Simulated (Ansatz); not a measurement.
Born–Oppenheimer molecular dynamics of BClFH3 (6 atoms, charge 0, multiplicity 1). It starts at the highest image of a converged band, a first-order saddle point between two minima.

Theory: RKS LDA/def2-SVP in Ansatz.

* ensemble: NVE (velocity Verlet)
* time step: 0.5 fs
* steps asked: 200
* starting velocities drawn for: 300 K
* seed: 5202

First frame:

```xyz
6
Properties=species:S:1:pos:R:3
B 0.103 0.295 -0.014
F 0.086 -0.101 1.572
Cl 1.561 -0.303 -0.786
H -0.985 0.044 -0.488
H 0.209 1.556 0.324
H 0.174 0.973 1.321
```

How far do the bonds stretch over the last three quarters of this one trajectory? (Pairs bonded in most of those frames.)


```
  bond  mean (Å)  spread (Å)  shortest  longest
 B1–F2     1.329       0.075      1.21     1.51
B1–Cl3     1.740       0.043      1.67     1.82
 B1–H4     1.228       0.032      1.16     1.31
 H5–H6     0.789       0.015      0.77     0.85
```

Mean temperature of the second half: 2169 K. The conserved energy stayed within 0.15 meV per atom of its start (net change -0.036 meV per atom), so the integration is sound. The kinetic energy rose, since the run started high on the potential surface and went downhill. It ends in pieces (BClFH + H2), so much of that is their flight and rotation, not heat. A run of 0.1 ps of so small a system gives no equilibrium averages. The orbitals stay closed-shell, which can raise the energy where a bond breaks towards radicals; this wasn't checked here.

The run took 3.3 min on 1 thread of Intel(R) Xeon(R) Platinum 8259CL CPU @ 2.50GHz (Skylake/Cascade Lake), on a shared host, peak memory 0.12 GiB.
